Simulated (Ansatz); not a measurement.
**BH3OSi (SMILES B=[SiH]O): single points off equilibrium**

One table from this session's results is given with a row withheld; the runs are named, their logs left out.

Method: single points in def2-TZVPP; program: Ansatz 0.2.0, Gaussian basis.

Cores are frozen in the correlated methods.

## The starting structure

SMILES `B=[SiH]O`, 6 atoms, charge 0, spin multiplicity 1.

Atoms are counted from 1 here; the program's logs count them from 0.

Bond lengths: B1–Si2 1.782 Å, Si2–O3 1.601 Å, Si2–H5 1.584 Å, O3–H6 0.986 Å. Angles: B1–Si2–O3 137.7°, B1–Si2–H5 123.2°, O3–Si2–H5 97.9°, Si2–O3–H6 90.8°.

Coordinates:

```xyz
6

B    -1.4006    0.1935   -0.4341
Si    0.3693    0.0520   -0.2837
O     1.4582    0.0054    0.8885
H    -2.6550   -0.5746   -0.2306
H     1.3642    0.2749   -1.4959
H     0.7472    0.0619    1.5695
```

Set-up of the first run:

run/in.yaml reads:

```yaml
crystal:
  periodic: [false, false, false]
  atoms:
    - {symbol: B, position_ang: [-1.400600, 0.193500, -0.434100]}
    - {symbol: Si, position_ang: [0.369300, 0.052000, -0.283700]}
    - {symbol: O, position_ang: [1.458200, 0.005400, 0.888500]}
    - {symbol: H, position_ang: [-2.655000, -0.574600, -0.230600]}
    - {symbol: H, position_ang: [1.364200, 0.274900, -1.495900]}
    - {symbol: H, position_ang: [0.747200, 0.061900, 1.569500]}
basis:
  gaussian: {orbitals: def2-TZVPP}
correlation: {method: ccsd_t}
output: {forces: true}
```

The command line of these runs was not kept.

Steps of the session up to this table: CCSD(T)/def2-TZVPP; PBE0-D4/def2-TZVPP; wB97M-V/def2-TZVPP; r2SCAN-D4/def2-TZVPP; PBE-D4/def2-TZVPP; CAM-B3LYP-D4/def2-TZVPP; r2SCAN0-D4/def2-TZVPP.

One table of the session follows, with a row left open; its other results are not shown here.

```
      method  RMS force component (eV/Å)  angle to CCSD(T) forces (°)  dipole (D)
     CCSD(T)                       2.269                    reference        1.21
     PBE0-D4                           ?                            ?           ?
     wB97M-V                       2.210                          4.0        1.26
   r2SCAN-D4                       2.206                          1.4        1.28
      PBE-D4                       2.126                          5.8        1.27
CAM-B3LYP-D4                       2.195                          5.1        1.24
  r2SCAN0-D4                       2.258                          5.5        1.25
```

Q: Estimate the row for PBE0-D4 from the others.

As computed: RMS force component (eV/Å): 2.194; angle to CCSD(T) forces (°): 2.6; dipole (D): 1.24. In the column «RMS force component (eV/Å)» it lies between PBE-D4 (2.126) and CAM-B3LYP-D4 (2.195).

Caveats from the session: The reference is not at the basis limit: in triple zeta CCSD(T) underbinds, which counts against methods that bind more; the gaps are no ranking.
